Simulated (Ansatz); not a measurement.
Geometry optimisation, RKS PBE0-D4/def2-SVP in Ansatz 0.2.0.

The input (input.yaml):

```yaml
crystal:
  periodic: [false, false, false]
  atoms:
    - { symbol: "N", position_ang: [-0.1788, 1.1233, 0.0234] }
    - { symbol: P, position_ang: [0.1887, -0.2062, -0.8623] }
    - { symbol: O, position_ang: [1.2934, -0.6464, 0.1667] }
    - { symbol: O, position_ang: [-0.8839, -1.1003, -0.2152] }
    - { symbol: H, position_ang: [0.34707, 1.96207, -0.42543] }
    - { symbol: H, position_ang: [0.29519, 1.09611, 0.92345] }
    - { symbol: H, position_ang: [1.8281, 0.1736, 0.4468] }
    - { symbol: H, position_ang: [-0.4939, -1.9355, 0.0567] }
basis:
  gaussian: { orbitals: def2-SVP }
hamiltonian:
  xc: pbe0
  dispersion: d4
relax:
  f_tol: 0.015
  max_steps: 40
```

Command:

```bash
$ ansatz run input.yaml --threads 1 --pin off --max-ram 2048MiB --backend cpu --events-out ev --progress --plain --runs-dir out
```

Question: Where does it end, and by what steps?

Answer: The forces met the threshold. After 19 steps the energy has fallen by 1.552 eV; H7 moved furthest, 1.11 Å.

| step | energy less start (eV) | largest force component (eV/Å) | accepted |
| --- | --- | --- | --- |
| 0 | 0.0000 | 5.951 | yes |
| 1 | -1.0588 | 2.140 | yes |
| 2 | -1.3282 | 0.865 | yes |
| 3 | -1.4024 | 0.987 | yes |
| 4 | -1.4470 | 1.238 | yes |
| 5 | -1.4809 | 0.784 | yes |
| 6 | -1.5158 | 0.576 | yes |
| 7 | -1.5195 | 0.912 | yes |
| 8 | -1.5293 | 0.663 | yes |
| 9 | -1.5179 | 0.365 | no |
| 10 | -1.5343 | 0.802 | yes |
| 11 | -1.5425 | 0.252 | yes |
| 12 | -1.5477 | 0.125 | yes |
| 13 | -1.5492 | 0.159 | yes |
| 14 | -1.5431 | 0.650 | no |
| 15 | -1.5504 | 0.043 | yes |
| 16 | -1.5510 | 0.126 | yes |
| 17 | -1.5518 | 0.074 | yes |
| 18 | -1.5522 | 0.034 | yes |
| 19 | -1.5523 | 0.013 | yes |

```xyz
8
Properties=species:S:1:pos:R:3
N -0.216 1.323 -0.040
P 0.393 -0.100 -0.677
O 1.543 -0.651 0.415
O -0.832 -1.051 -0.093
H 0.137 2.198 -0.406
H -0.521 1.360 0.929
H 2.406 -0.656 -0.013
H -0.514 -1.957 -0.001
```

The run took 99 s on 1 thread of Arm Neoverse N1, with other jobs on the host, peak memory 0.25 GiB.
